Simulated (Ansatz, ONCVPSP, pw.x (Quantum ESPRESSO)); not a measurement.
**Mo: does the ONCV potential hold in the solid?**

| Quantity | Value |
| --- | --- |
| Element | molybdenum |
| Generator | ONCVPSP 4.0.1.1 (patched build) |
| Type | optimised norm-conserving Vanderbilt (ONCV) |
| Functional | PBE |
| Relativity | scalar-relativistic |
| Frozen core | [Ar] 3d10 |
| Valence charge | 14 |
| Reference configuration | 4s2 4p6 4d5 5s0.75 (charge +0.25) |
| Partial waves | 4s+5s: rc 2.15 bohr, ncon 4, nbas 7, qcut 5.6 1/bohr, 2 projectors; 4p: rc 1.90 bohr, ncon 3, nbas 7, qcut 5.9 1/bohr, 1 projector; 4d: rc 2.65 bohr, ncon 3, nbas 8, qcut 6.9 1/bohr, 2 projectors, debl 3 Ha |
| Local potential | polynomial inside 1.86 bohr (lpopt 4, dvloc0 0 Ha) |
| Core correction | Teter function, fcfact 2.5, rcfact 1.55 |

Atomic tests: cutoffs needed: 14 Ha and 16 Ha (the cutoffs (Ha) at which the residual kinetic energy of the hardest occupied pseudo-wave falls to 1 and 0.1 mHa per electron); ghost test: no bound ghost flagged; no localised positive-energy state flagged; largest excitation error: +16 meV (all-electron minus pseudo) for 4s2 4p6 4d4 5s1 5p1, out of 4 test configurations.

Crystal test: bcc Mo in pw.x 7.5, no spin, 15³ k-points, Fermi–Dirac smearing 0.01 Ry, cutoffs 50/200 Ry. The reference is all-electron LAPW (Ansatz 0.2.0) with the same functional, mesh and smearing; V0 and B0 come from Birch–Murnaghan fits to the pressures at five volumes. Errors are pseudo minus all-electron; Δ is the rms difference of the E(V) curves that follow from these fits, minima aligned, over ±6 % about the mean V0. Mesh and smearing are coarse, so the numbers serve the comparison and aren't converged zero-temperature values; the lattice is a test structure that the element need not adopt.

| V (Å³/atom) | P all-electron (GPa) | P pseudo (GPa) |
| --- | --- | --- |
| 15.012 | 14.82 | 17.40 |
| 15.407 | 6.93 | 9.26 |
| 15.802 | -0.00 | 2.11 |
| 16.197 | -6.08 | -4.16 |
| 16.592 | -11.41 | -9.67 |

All-electron: a0 = 3.162 Å (V0 = 15.80 Å³/atom), B0 = 259.2 GPa.

Pseudopotential: mean pressure error (GPa): +2.14; a0 (Å): 3.170; a0 error (%): +0.27; B0 error (%): -0.2; Δ (meV/atom): 7.3.

Q: At the middle volume, how do free energy and pressure move when the wave cutoff is lowered (ecutrho kept at four times it)?

A:

| cutoff (Ry) | shift of F (meV/atom) | shift of P (GPa) |
| --- | --- | --- |
| 22 | +1296.8 | -73.21 |
| 30 | +40.1 | -4.11 |
| 40 | +0.7 | -0.04 |

Input at the middle volume:

```
&control
  calculation='scf', prefix='x', pseudo_dir='./', outdir='./tmp', tstress=.true., disk_io='none'
/
&system
  ibrav=0, nat=1, ntyp=1, ecutwfc=50, ecutrho=200, nbnd=15,
  occupations='smearing', smearing='fd', degauss=0.01
/
&electrons
  conv_thr=1e-09, mixing_beta=0.4, electron_maxstep=70
/
ATOMIC_SPECIES
Mo 1.0 Mo.UPF
CELL_PARAMETERS angstrom
  -1.58082582 1.58082582 1.58082582
  1.58082582 -1.58082582 1.58082582
  1.58082582 1.58082582 -1.58082582
ATOMIC_POSITIONS crystal
Mo 0.0000 0.0000 0.0000
K_POINTS automatic
15 15 15 0 0 0
```

```bash
pw.x < Mo.scf.in > Mo.scf.out
```

Lines of the output:

```
Message from routine setup:
     using ibrav=0 with symmetry is DISCOURAGED, use correct ibrav instead
     lattice parameter (alat)  =       5.1742  a.u.
     unit-cell volume          =     106.6372 (a.u.)^3
     number of electrons       =        14.00
     number of Kohn-Sham states=           15
     kinetic-energy cutoff     =      50.0000  Ry
     charge density cutoff     =     200.0000  Ry
     scf convergence threshold =      1.0E-09
     Exchange-correlation= PBE
     number of k points=   120  Fermi-Dirac smearing, width (Ry)=  0.0100
     iteration #  1     ecut=    50.00 Ry     beta= 0.40
     total energy              =    -142.72376231 Ry
     estimated scf accuracy    <       0.27004361 Ry
     iteration #  2     ecut=    50.00 Ry     beta= 0.40
     total energy              =    -142.73614627 Ry
     estimated scf accuracy    <       0.02636005 Ry
     iteration #  3     ecut=    50.00 Ry     beta= 0.40
     total energy              =    -142.74018781 Ry
     estimated scf accuracy    <       0.00136616 Ry
     iteration #  4     ecut=    50.00 Ry     beta= 0.40
     total energy              =    -142.74027317 Ry
     estimated scf accuracy    <       0.00021622 Ry
     iteration #  5     ecut=    50.00 Ry     beta= 0.40
     total energy              =    -142.74029701 Ry
     estimated scf accuracy    <       0.00000958 Ry
     iteration #  6     ecut=    50.00 Ry     beta= 0.40
     total energy              =    -142.74029895 Ry
     estimated scf accuracy    <       0.00000007 Ry
     iteration #  7     ecut=    50.00 Ry     beta= 0.40
     total energy              =    -142.74029896 Ry
     estimated scf accuracy    <       0.00000002 Ry
     iteration #  8     ecut=    50.00 Ry     beta= 0.40
     the Fermi energy is    21.0070 ev
!    total energy              =    -142.74029897 Ry
     estimated scf accuracy    <          1.8E-10 Ry
     smearing contrib. (-TS)   =      -0.00299738 Ry
     The total energy is F=E-TS. E is the sum of the following terms:
     one-electron contribution =     -19.20300098 Ry
     hartree contribution      =      18.52161751 Ry
     xc contribution           =     -22.66999995 Ry
     ewald contribution        =    -119.38591817 Ry
     convergence has been achieved in   8 iterations
          total   stress  (Ry/bohr**3)                   (kbar)     P=       21.14
     Message from routine punch:
     Nothing written, as per user request (disk_io='none')
```

The run at the middle volume (120 k-points, 8 iterations) took about 20 s on one core of a shared host (Neoverse-N1, 64 threads, 124 GiB, load 57).
